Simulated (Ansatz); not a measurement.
# Al2H (doublet): from Hartree-Fock to the top rungs at distance Al1–H3 = 1.619 Å, 6-31G

How much of the correlation energy of Al2H (doublet) does each wave-function method recover here?

Program: Ansatz 0.2.0, Gaussian basis. Level of theory: 6-31G, core rule «outside noble gas», up to 10 orbitals frozen. These are calculated values, not measurements.

To be run: UHF; CCSD(T) on ROHF; CCSD(T) on UHF; BCCD(T) on ROHF; CISD; CCSDT(Q) on ROHF; CCSDT(Q) on UHF; CISDTQ; CCSDTQ on ROHF; CCSDTQ on UHF; CASSCF and MRCISD+Q, 3 electrons in 3 orbitals; CASSCF and NEVPT2, 3 electrons in 3 orbitals; CASSCF and MRCISD+Q, 7 electrons in 9 orbitals; CASSCF and MRCISD+Q(relaxed), 7 electrons in 9 orbitals; CASSCF and NEVPT2, 7 electrons in 9 orbitals; Full CI.

22 further runs of the same task are left out: 17 that didn't finish, 5 set aside as unsound or not needed.

**1. What is computed**

The geometry derives from a PBE0/def2-TZVP stationary point (not a proven minimum). One bond is set to the value named and the two fragments are kept rigid.

3 atoms, charge 0, spin multiplicity 2.

Atoms are counted from 1 here; the program's logs count them from 0.

Bond lengths: Al1–Al2 2.677 Å, Al1–H3 1.619 Å. Angles: Al2–Al1–H3 180.0°.

**2. UHF**

in.yaml

```yaml
crystal:
  periodic: [false, false, false]
  atoms:
    - {symbol: Al, position_ang: [0.000000, 0.000000, 0.352569]}
    - {symbol: Al, position_ang: [0.000000, 0.000000, -2.324369]}
    - {symbol: H, position_ang: [0.000000, 0.000000, 1.971799]}
basis:
  gaussian: {orbitals: 6-31G}
magnetization: {spin_polarized: true, initial_magnetization: 1}
hamiltonian: {xc: hf}
output: {orbitals: {seedname: orbitals}}
```

On the command line:

```
$ ansatz run in.yaml --threads 1 --pin off --events-out ev --progress --plain --max-ram 2393MiB
```

The runs that follow: CCSD(T) on ROHF; CCSD(T) on UHF; BCCD(T) on ROHF; CISD; CCSDT(Q) on ROHF; CCSDT(Q) on UHF; CISDTQ; CCSDTQ on ROHF; CCSDTQ on UHF; CASSCF and MRCISD+Q, 3 electrons in 3 orbitals; CASSCF and NEVPT2, 3 electrons in 3 orbitals; CASSCF and MRCISD+Q, 7 electrons in 9 orbitals; CASSCF and MRCISD+Q(relaxed), 7 electrons in 9 orbitals; CASSCF and NEVPT2, 7 electrons in 9 orbitals; Full CI.

Before running them: what should the planned runs give, taken together? Wanted: FCI below the RHF energy; RMP2 from FCI; UMP2 from FCI; RCCSD from FCI; RCCSD(T) from FCI; UCCSD(T) from FCI; RCCSDT(Q) from FCI; UCCSDT(Q) from FCI; MRCISD+Q pair from FCI.

As calculated:

| quantity | value |
| --- | --- |
| FCI below the RHF energy | -2.3023 eV |
| RMP2 from FCI | +816.1 meV |
| UMP2 from FCI | +815.7 meV |
| RCCSD from FCI | +87.7 meV |
| RCCSD(T) from FCI | +31.9 meV |
| UCCSD(T) from FCI | +32.3 meV |
| RCCSDT(Q) from FCI | +1.4 meV |
| UCCSDT(Q) from FCI | +1.4 meV |
| MRCISD+Q pair from FCI | -27.7 meV |
| NEVPT2 valence from FCI | +170.2 meV |
| MRCISD+Q valence from FCI | +3.4 meV |
| levels within 1 kcal/mol (43 meV) | RCCSD(T), UCCSD(T), BCCD(T), RCCSDT, UCCSDT, CISDTQ, RCCSDT(Q), UCCSDT(Q), RCCSDTQ, UCCSDTQ, MRCISD+Q pair, MRCISD valence, MRCISD+Q valence, MRCISD+Q(relaxed) valence |
| T1 diagnostic | 0.022 |
| effectively unpaired electrons | 1.12 |

What this shows: RCCSD(T) lands +31.9 meV from the yardstick (1.4 % of the correlation energy). MRCISD+Q pair, MRCISD+Q(relaxed) valence fall below full CI: the +Q correction isn't variational, and the cores differ from full CI's. One determinant dominates. Of the multireference levels listed MRCISD+Q(relaxed) valence comes nearest in total energy (-2.8 meV), which doesn't show that its space is the better one. Coupled cluster took another determinant than the lowest Hartree-Fock one. These misses are within one basis, not against nature; the frozen cores of restricted and unrestricted runs differ, which can shift their rows.
